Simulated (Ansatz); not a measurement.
# N2: ladder of basis sets from a Python script

How does the energy of N2 converge with the basis? A script is to give a ladder of basis sets; the system is N2.

Program: the Python package of Ansatz 0.2.0. The levels of theory stand in the script. These are calculated values, not measurements.

### 1 Starting point

Bond lengths: N1–N2 1.310 Å.

No structure file is read: the coordinates are typed or built in the script.

### 2 Script

Contents of n2_basis.py:

```python
# -*- coding: utf-8 -*-
"""Basis-set convergence for N2."""

import ansatz as az

XC = "b3lyp"

geometry_ang = [
    ("N", (0.0, 0.0, 0.0)),
    ("N", (0.0, 0.0, 1.31)),
]
n2 = az.Crystal.molecule()
for symbol, xyz in geometry_ang:
    n2 = n2.atom(symbol, xyz)

model = n2.calculation().functional(XC)

energies = {}
for basis in ["aug-cc-pVDZ", "aug-cc-pVTZ"]:
    r = model.basis(gaussian=basis).run(threads=1).report
    size = r["n_frozen"] + r["n_occupied"][0] + r["n_virtual"][0]
    energies[basis] = (r["reference_energy_ev"] / 27.211386246, r["free_energy_ev"] / 27.211386246)
    print(f"{basis:14s} {size:4d} orbitals  reference {energies[basis][0]:14.6f} Ha  total {energies[basis][1]:14.6f} Ha")

last = energies["aug-cc-pVTZ"][1]
for basis, (_, total) in energies.items():
    print(f"{basis:14s} lies {27.211386 * (total - last):9.4f} eV above aug-cc-pVTZ")
```

### 3 Running it

On the command line:

```sh
> python n2_basis.py
```

The program printed:

```text
aug-cc-pVDZ      46 orbitals  reference    -109.467708 Ha  total    -109.467708 Ha
aug-cc-pVTZ      92 orbitals  reference    -109.487324 Ha  total    -109.487324 Ha
aug-cc-pVDZ    lies    0.5338 eV above aug-cc-pVTZ
aug-cc-pVTZ    lies    0.0000 eV above aug-cc-pVTZ
```

It took 1.5 s on 1 thread of Arm Neoverse V1, shared host; peak memory 0.16 GiB.

Lines on the test bed's own set-up are left out of the output.

A comment line of the script is reworded here; the code is as run.

### 4 What each run gave

One row for each of the 2 runs:

| run | basis | energy (eV) | SCF cycles | CPU time (s) |
| --- | --- | --- | --- | --- |
| 1 | aug-cc-pVDZ | -2978.7681 | 12 | 0.38 |
| 2 | aug-cc-pVTZ | -2979.3019 | 14 | 0.71 |

### 5 Results

| quantity | value |
| --- | --- |
| runs compared | 2 |

Against aug-cc-pVDZ: aug-cc-pVTZ -19.6 mHa. The last step alone is -19.62 mHa. What to keep in mind:
- The drop along the ladder measures the basis error, and is no property of the molecule.
- The geometry is a force-field or estimated start, not a minimum of this method, and the last set is no limit. Much of the fall in a total is atomic energy, which cancels in bond and reaction energies.
- b3lyp holds the VWN-RPA fit, as in Gaussian; the form of ORCA and Turbomole is b3lyp5.
- The spin state was assumed, and another may lie lower.
